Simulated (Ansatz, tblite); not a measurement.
Spin states of C₂H₃⁺, each relaxed with PBE0-D4/def2-TZVP in Ansatz. Electronic energies in the gas phase.

The xTB rows come from tblite. B3LYP takes the VWN-RPA correlation. Correlated methods freeze 2 core orbitals. The structure comes from a short search, and lower isomers may exist.

Singlet geometry (C2v within 0.1 Å):

```xyz
5

C    -0.207   -0.195   -0.396
C     0.322    0.306    0.620
H     0.782    0.738    1.501
H    -0.734    0.430   -1.136
H    -0.164   -1.279   -0.589
```

Triplet geometry (Cs within 0.1 Å):

```csv
atom,x (Å),y (Å),z (Å)
C1,0.233,0.241,0.389
C2,-0.031,-0.557,-0.714
H3,-0.885,-0.809,-1.340
H4,1.241,0.288,0.806
H5,-0.557,0.837,0.859
```

Quintet geometry (Cs within 0.1 Å):

| atom | x (Å) | y (Å) | z (Å) |
| --- | --- | --- | --- |
| C1 | 0.401 | 0.333 | 0.341 |
| C2 | 0.497 | -0.387 | -0.972 |
| H3 | -0.288 | -0.945 | -1.479 |
| H4 | -0.491 | 1.044 | 0.743 |
| H5 | -0.119 | -0.045 | 1.367 |

⟨S²⟩: triplet 2.00 at PBE0-D4/def2-TZVP (pure 2.00), quintet 6.01 at PBE0-D4/def2-TZVP (pure 6.00).

Only these spin states were relaxed.

```json
{"level": "GFN1-xTB", "triplet − singlet (kcal/mol)": "70.2", "quintet − singlet (kcal/mol)": "222.0", "lowest of these": "singlet", "remarks": "–"}
{"level": "GFN2-xTB", "triplet − singlet (kcal/mol)": "81.1", "quintet − singlet (kcal/mol)": "225.3", "lowest of these": "singlet", "remarks": "–"}
{"level": "HF/def2-TZVP", "triplet − singlet (kcal/mol)": "16.5", "quintet − singlet (kcal/mol)": "137.5", "lowest of these": "singlet", "remarks": "–"}
{"level": "HF/def2-TZVPP", "triplet − singlet (kcal/mol)": "16.6", "quintet − singlet (kcal/mol)": "137.2", "lowest of these": "singlet", "remarks": "–"}
{"level": "LDA (SPW92)/def2-TZVP", "triplet − singlet (kcal/mol)": "54.8", "quintet − singlet (kcal/mol)": "193.3", "lowest of these": "singlet", "remarks": "–"}
{"level": "PBE-D4/def2-TZVP", "triplet − singlet (kcal/mol)": "45.4", "quintet − singlet (kcal/mol)": "180.0", "lowest of these": "singlet", "remarks": "–"}
{"level": "r2SCAN-D4/def2-TZVP", "triplet − singlet (kcal/mol)": "39.2", "quintet − singlet (kcal/mol)": "169.7", "lowest of these": "singlet", "remarks": "–"}
{"level": "B97M-V/def2-TZVP", "triplet − singlet (kcal/mol)": "44.1", "quintet − singlet (kcal/mol)": "184.9", "lowest of these": "singlet", "remarks": "–"}
{"level": "B3LYP-D4/def2-TZVP", "triplet − singlet (kcal/mol)": "43.4", "quintet − singlet (kcal/mol)": "183.6", "lowest of these": "singlet", "remarks": "–"}
{"level": "PBE0-D4/def2-TZVP", "triplet − singlet (kcal/mol)": "40.2", "quintet − singlet (kcal/mol)": "174.6", "lowest of these": "singlet", "remarks": "–"}
{"level": "ωB97X-V/def2-TZVP", "triplet − singlet (kcal/mol)": "44.0", "quintet − singlet (kcal/mol)": "187.0", "lowest of these": "singlet", "remarks": "–"}
{"level": "PBE-QIDH/def2-TZVP", "triplet − singlet (kcal/mol)": "40.3", "quintet − singlet (kcal/mol)": "176.1", "lowest of these": "singlet", "remarks": "–"}
{"level": "RPA@PBE/def2-TZVP", "triplet − singlet (kcal/mol)": "43.0", "quintet − singlet (kcal/mol)": "181.6", "lowest of these": "singlet", "remarks": "–"}
{"level": "MP2/def2-TZVP", "triplet − singlet (kcal/mol)": "44.5", "quintet − singlet (kcal/mol)": "181.7", "lowest of these": "singlet", "remarks": "–"}
{"level": "MP2/def2-TZVPP", "triplet − singlet (kcal/mol)": "44.3", "quintet − singlet (kcal/mol)": "181.8", "lowest of these": "singlet", "remarks": "–"}
{"level": "CCSD/def2-TZVPP", "triplet − singlet (kcal/mol)": "42.0", "quintet − singlet (kcal/mol)": "178.9", "lowest of these": "singlet", "remarks": "large T1 (0.026) (singlet)"}
{"level": "CCSD(T)/def2-TZVPP", "triplet − singlet (kcal/mol)": "45.0", "quintet − singlet (kcal/mol)": "182.4", "lowest of these": "singlet", "remarks": "large T1 (0.026) (singlet)"}
```

Change of the quintet − singlet gap on mixing in exact exchange, in kcal/mol: PBE to PBE0 (25 % exact exchange) -5.4.

The xTB methods have no term that favours high spin, so they put low spin too low.
